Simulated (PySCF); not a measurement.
Molfile (atoms numbered from 1):
```
C5H11S
     RDKit          3D

 17 16  0  0  0  0  0  0  0  0999 V2000
    2.3454    0.3409   -0.2202 C   0  0  0  0  0  0  0  0  0  0  0  0
    1.0259   -0.1127    0.3886 C   0  0  0  0  0  0  0  0  0  0  0  0
   -0.1164   -0.1731   -0.6229 C   0  0  0  0  0  0  0  0  0  0  0  0
   -1.4609   -0.7069   -0.1157 C   0  0  1  0  0  0  0  0  0  0  0  0
   -2.0177    0.1604    1.0136 C   0  0  0  0  0  0  0  0  0  0  0  0
   -2.6566   -0.8483   -1.4753 S   0  0  0  0  0  0  0  0  0  0  0  0
    2.6595   -0.3369   -1.0318 H   0  0  0  0  0  0  0  0  0  0  0  0
    3.1639    0.3795    0.5195 H   0  0  0  0  0  0  0  0  0  0  0  0
    2.2494    1.3463   -0.6638 H   0  0  0  0  0  0  0  0  0  0  0  0
    1.1567   -1.1103    0.8484 H   0  0  0  0  0  0  0  0  0  0  0  0
    0.7582    0.5635    1.2203 H   0  0  0  0  0  0  0  0  0  0  0  0
   -0.3000    0.8289   -1.0553 H   0  0  0  0  0  0  0  0  0  0  0  0
    0.1747   -0.8072   -1.4786 H   0  0  0  0  0  0  0  0  0  0  0  0
   -1.2563   -1.7119    0.3185 H   0  0  0  0  0  0  0  0  0  0  0  0
   -2.9920   -0.2420    1.3296 H   0  0  0  0  0  0  0  0  0  0  0  0
   -1.3556    0.2269    1.9041 H   0  0  0  0  0  0  0  0  0  0  0  0
   -2.2029    1.1787    0.6297 H   0  0  0  0  0  0  0  0  0  0  0  0
  1  2  1  0
  2  3  1  0
  3  4  1  0
  4  5  1  0
  4  6  1  0
  1  7  1  0
  1  8  1  0
  1  9  1  0
  2 10  1  0
  2 11  1  0
  3 12  1  0
  3 13  1  0
  4 14  1  1
  5 15  1  0
  5 16  1  0
  5 17  1  0
M  CHG  1   6  -1
M  END
```

Geometry: PBE0-D3(BJ)/def2-SVP; GIAO shifts from PySCF 2.14.0 with density-fitted response routines, gas phase, non-relativistic, averaged over equivalent atoms.

At PBE/pcSseg-1 (164 basis functions, 28 s wall time on 1 thread of an x86-64 server CPU, shared host):
```csv
atoms,δ (ppm)
C3,59.9
C4,48.2
C5,31.0
C2,28.6
C1,18.9
S6,23.2
H14,3.02
H13,2.13
H15/H16/H17,1.16
H10,0.96
H11,0.87
H12,0.82
H7/H8/H9,0.77
```

References, each an isolated molecule treated in the same way: TMS for ¹³C (180.03 ppm) and ¹H (31.20 ppm); CS2 for ³³S (490.84 ppm).

Q: Predict the values at PBE0/pcSseg-1 on the same geometry.

A: 
```json
{"atoms": "C3", "δ at PBE0/pcSseg-1": "56.4", "change": "-3.5"}
{"atoms": "C4", "δ at PBE0/pcSseg-1": "44.0", "change": "-4.2"}
{"atoms": "C5", "δ at PBE0/pcSseg-1": "31.5", "change": "+0.5"}
{"atoms": "C2", "δ at PBE0/pcSseg-1": "26.5", "change": "-2.1"}
{"atoms": "C1", "δ at PBE0/pcSseg-1": "18.4", "change": "-0.5"}
{"atoms": "S6", "δ at PBE0/pcSseg-1": "-22.0", "change": "-45.2"}
{"atoms": "H14", "δ at PBE0/pcSseg-1": "2.57", "change": "-0.45"}
{"atoms": "H13", "δ at PBE0/pcSseg-1": "1.86", "change": "-0.27"}
{"atoms": "H15/H16/H17", "δ at PBE0/pcSseg-1": "1.04", "change": "-0.12"}
{"atoms": "H10", "δ at PBE0/pcSseg-1": "0.79", "change": "-0.17"}
{"atoms": "H11", "δ at PBE0/pcSseg-1": "0.87", "change": "+0.00"}
{"atoms": "H12", "δ at PBE0/pcSseg-1": "0.76", "change": "-0.06"}
{"atoms": "H7/H8/H9", "δ at PBE0/pcSseg-1": "0.72", "change": "-0.05"}
```

δ = σ(ref) − σ, references computed at the same level: ¹³C (σ = 184.41 ppm) and ¹H (σ = 31.27 ppm) against TMS; ³³S (σ = 495.66 ppm) against CS2.

The largest change is at S6 (sulfur bonded to C). Cost: 164 basis functions, 24 s wall time on 1 thread of an x86-64 server CPU, shared host. The order of the carbon signals is the same at both levels.
